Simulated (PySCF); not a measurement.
Gas-phase reaction: CH₃SiH + C₃H₆ (cyclic) → (CH₃)₂SiH₂ + C₂H₂ (acetylene)

Computed with PySCF (xtb for GFN2) and rigid-rotor harmonic-oscillator thermochemistry at 1 bar. † marks an energy on the PBE0/def2-TZVP geometry and frequencies; other levels use their own. MP2 freezes the core. 6-31G* has spherical d functions here. All species are closed-shell singlets. B3LYP is the form with VWN-RPA correlation. CH₃SiH: computed as isolated molecules; such fragments, hydroxides, amides, oligomers or adducts are transient or little studied in the gas. MP2 isn't extrapolated to the basis-set limit; its ΔH°(298 K) is -105.7 kJ in def2-SVP and -128.1 kJ in def2-TZVPP. The harmonic model lacks anharmonicity and excited electronic states, which grow with temperature; levels with a mode under 35 cm⁻¹ are left out. Internal rotation in CH₃SiH, (CH₃)₂SiH₂ is treated as a harmonic vibration of one conformer, which makes the entropy rough.

```csv
level,"ΔE electronic, kJ","ΔH°(298 K), kJ","ΔS°(298 K), J/K","ΔG°(2000 K), kJ"
B3LYP/6-31G*,-68,-82,3,-122
B3LYP/def2-TZVP†,-101,-115,-1,-147
GFN2-xTB,-7,-21,10,-80
M06-2X/def2-TZVP†,-85,-98,-1,-130
MP2/def2-SVP†,-93,-106,-1,-138
PBE/def2-TZVP†,-78,-91,-1,-123
PBE0/def2-QZVP†,-75,-89,-1,-121
LDA/def2-TZVP†,-56,-70,-1,-102
ωB97M-V/def2-TZVP†,-92,-106,-1,-138
```
ΔH° is lowest at B3LYP/def2-TZVP† and highest at GFN2-xTB. No reference value is set beside these.
